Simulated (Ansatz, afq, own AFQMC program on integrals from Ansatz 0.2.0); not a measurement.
# SiH$_{2}$O, singlet: AFQMC among the cluster methods

| atom | x (Å) | y (Å) | z (Å) |
| --- | --- | --- | --- |
| Si | 0.0000 | 0.1216 | 0.5826 |
| O | 0.0000 | -0.2258 | -1.0380 |
| H | 0.0000 | 1.3607 | 1.4829 |
| H | 0.0000 | -1.1655 | -1.2387 |

Connectivity, by distances: SiH–OH.

Basis cc-pVDZ. Only valence electrons are correlated. Ansatz 0.2.0 and our own AFQMC program on the same integrals; the CISD trial comes from CCSD amplitudes, and released means the phaseless constraint is let go. Free AFQMC starts from the CCSD state and is never constrained. Its projection time is finite, and what remains of the start isn't in its error. Error bars are statistical, one sigma.

Determinant: RHF, the one that the program's search chose, which needn't be the lowest solution. The geometry is a point of a scan.

No full CI on the walks' own integrals is used here; CCSDT(Q) serves as the reference and is uncertain by about the last step of the cluster series.

Cautions: higher spins were not checked; restricted determinant unstable towards unrestricted (UHF 287 meV lower, ⟨S²⟩ 0.62).

```
T1 diagnostic                               : 0.0184
weight of the determinant in the CISD state : 0.870
size of the correlated space                : 12 electrons in 36 orbitals
```

```csv
level,correlation energy (eV)
MP2,-7.5069
CCSD,-8.1810
CCSD(T),-8.3904
```

Question: Estimate where phaseless AFQMC with a CISD trial lies against CCSD(T) on the same integrals.

Answer: 1.60 ± 0.70 mEh below CCSD(T).

Reference: CCSDT(Q), correlation energy -8.437 eV. The released energy is read at 2.40 1/Eh (meV from the phaseless value at times in 1/Eh: -6 ± 31 at 0.24, -7 ± 22 at 0.51, -41 ± 25 at 0.99, -24 ± 22 at 1.62, -44 ± 36 at 2.40).

| level | E − E(reference) (mEh) | share of correlation (%) |
| --- | --- | --- |
| CCSD(T) | 1.70 | 99.45 |
| CCSDT | 0.92 | 99.70 |
| ph-AFQMC/CISD | 0.10 ± 0.70 | 99.97 |
| released AFQMC | -1.53 ± 1.32 | 100.49 |
| free AFQMC | 0.53 ± 0.83 | 99.83 |

Free projections are given only where their last times agree within the noise and don't stop above the reference; a slow remainder of the start can still hide under it. A walk keeps the symmetry of its determinant, which the program's search chose and which needn't be the lowest solution, so a lower state of the same spin and another symmetry isn't excluded. Released energies are given only where the last usable release times agree within the noise; a slower fall can still hide under it.
